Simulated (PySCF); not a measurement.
SiCl⁺: frontier orbitals

RHF at R = 1.971 Å; basis Si pcseg-1, Cl pcseg-1; no relativity; PySCF 2.14. State: ¹Σ⁺ (singlet), closed shell. Only the outer orbitals are listed, counted within each symmetry.

| orbital | occ. | ε (eV) | on Si (%) | main shells (%) |
| --- | --- | --- | --- | --- |
| 7σ | 2 | -37.43 | 10 | 88 Cl s |
| 8σ | 2 | -24.71 | 46 | 44 Si s, 43 Cl p, 10 Cl s |
| 3π | 2 | -20.17 | 8 | 92 Cl p |
| 3π | 2 | -20.17 | 8 | 92 Cl p |
| 9σ | 2 | -18.89 | 74 | 46 Si s, 27 Si p, 26 Cl p |
| 4π | 0 | -6.43 | 94 | 94 Si p |
| 4π | 0 | -6.43 | 94 | 94 Si p |
| 10σ | 0 | -2.68 | 108 | 96 Si p, 8 Si s |

Problem. Which are the highest filled and the lowest empty level, where do they sit, and how wide is the gap?

Solution. Highest filled 9σ at -18.89 eV (in %: 46 Si s, 27 Si p, 26 Cl p); lowest empty 4π at -6.43 eV (in %: 94 Si p); the gap at RHF is 12.46 eV.

The bond order (Mayer) is 1.35, the ⟨S²⟩ is 0.000 and the charge on Si (Mulliken, basis-dependent) is 1.07. The charge on Si (Löwdin, basis-dependent) is 0.95. The dipole moment (positive dipole points towards Cl; it is taken about the centre of mass and depends on that origin) is -4.13 D, the polarisability along the bond is 38.2 bohr³ and the polarisability across the bond is 22.0 bohr³.

Shares are Mulliken populations and can fall outside 0 to 100 %.
